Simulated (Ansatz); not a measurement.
# C₂H₃FN₂: a ladder of functionals and wavefunction methods

One table from this session's results is given with a row withheld; the runs are named, their logs left out.

Method: functionals in def2-TZVPP, the program's frozen cores in correlated methods; program: Ansatz 0.2.0, Gaussian basis.

Plan: LDA (SPW92), PBE-D4, revPBE-D4, BLYP-D4, r2SCAN-D4, B97M-V, PBE0-D4, B3LYP-D4, r2SCANh-D4, r2SCAN0-D4, HSE06-D4, BHLYP-D4, CAM-B3LYP-D4, LC-ωPBE, ωB97X-V, ωB97M-V, B2PLYP, PBE-QIDH; CCSD(T)/def2-SVP; CCSD(T)/def2-TZVPP; MP2/def2-QZVPP; extrapolation to the limit; RPA on PBE.

## The relaxed structure

All runs share one geometry, relaxed beforehand with PBE0-D4 in a triple-zeta def2 set.

SMILES `NC1(F)C=N1`, 8 atoms, charge 0, spin multiplicity 1.

Atoms are counted from 1 here; the program's logs count them from 0.

Bond lengths: N1–C2 1.406 Å, N1–H6 1.010 Å, N1–H7 1.013 Å, C2–F3 1.358 Å, C2–C4 1.415 Å, C2–N5 1.471 Å, C4–N5 1.267 Å, C4–H8 1.085 Å. Angles: C2–N1–H6 111.3°, C2–N1–H7 110.6°, H6–N1–H7 109.4°, N1–C2–F3 109.0°, N1–C2–C4 126.7°, N1–C2–N5 124.2°, F3–C2–C4 119.4°, F3–C2–N5 114.6°, C4–C2–N5 52.1°, C2–C4–N5 66.3°, C2–C4–H8 155.8°, N5–C4–H8 137.9°, C2–N5–C4 61.7°.

Set-up of the first run:

in.yaml

```yaml
crystal:
  periodic: [false, false, false]
  atoms:
    - {symbol: N, position_ang: [-0.416112, -0.145913, 1.171998]}
    - {symbol: C, position_ang: [0.366450, -0.147297, 0.004456]}
    - {symbol: F, position_ang: [1.565664, -0.724437, 0.276035]}
    - {symbol: C, position_ang: [-0.104952, -0.117283, -1.329134]}
    - {symbol: N, position_ang: [0.427908, 0.969179, -0.952076]}
    - {symbol: H, position_ang: [-1.267930, 0.380928, 1.041786]}
    - {symbol: H, position_ang: [0.104307, 0.241360, 1.950083]}
    - {symbol: H, position_ang: [-0.583136, -0.513437, -2.219048]}
basis:
  gaussian: {orbitals: def2-TZVPP}
hamiltonian: {xc: lda}
output: {orbitals: {seedname: orbitals}}
```

The run is started by

```bash
> ansatz run in.yaml --threads 2 --pin off --events-out ev --progress --plain --max-ram 4352MiB
```

Among the steps run: LDA; PBE-D4 (GGA); revPBE-D4 (GGA); BLYP-D4 (GGA); r2SCAN-D4 (meta-GGA); B97M-V (meta-GGA); PBE0-D4 (hybrid); B3LYP-D4 (hybrid); r2SCANh-D4 (hybrid); r2SCAN0-D4 (hybrid); HSE06-D4 (hybrid); BHLYP-D4 (hybrid); CAM-B3LYP-D4 (range-separated); LC-ωPBE (range-separated); ωB97X-V (range-separated); ωB97M-V (range-separated); B2PLYP (double hybrid); PBE-QIDH (double hybrid).

One table of the session follows, with a row left open; its other results are not shown here.

It belongs to the step «Orbital energies across the functionals». 

| functional | HOMO (eV) | gap (eV) |
| --- | --- | --- |
| LDA (SPW92) | -5.92 | 3.46 |
| PBE-D4 | -5.75 | 3.58 |
| revPBE-D4 | -5.69 | 3.62 |
| BLYP-D4 | -5.67 | 3.61 |
| r2SCAN-D4 | -6.01 | 4.05 |
| B97M-V | ? | ? |
| PBE0-D4 | -7.16 | 6.14 |
| B3LYP-D4 | -6.96 | 5.65 |
| r2SCANh-D4 | -6.53 | 5.01 |
| r2SCAN0-D4 | -7.33 | 6.44 |
| HSE06-D4 | -6.75 | 5.35 |
| BHLYP-D4 | -8.52 | 8.72 |
| CAM-B3LYP-D4 | -8.60 | 8.79 |
| LC-ωPBE | -9.93 | 11.41 |
| ωB97X-V | -9.56 | 10.96 |
| ωB97M-V | -9.47 | 10.78 |

**Question.** Estimate the row for B97M-V.

The run gave: HOMO (eV): -6.12; gap (eV): 4.30. In the column «HOMO (eV)» it lies between r2SCANh-D4 (-6.53) and r2SCAN-D4 (-6.01).
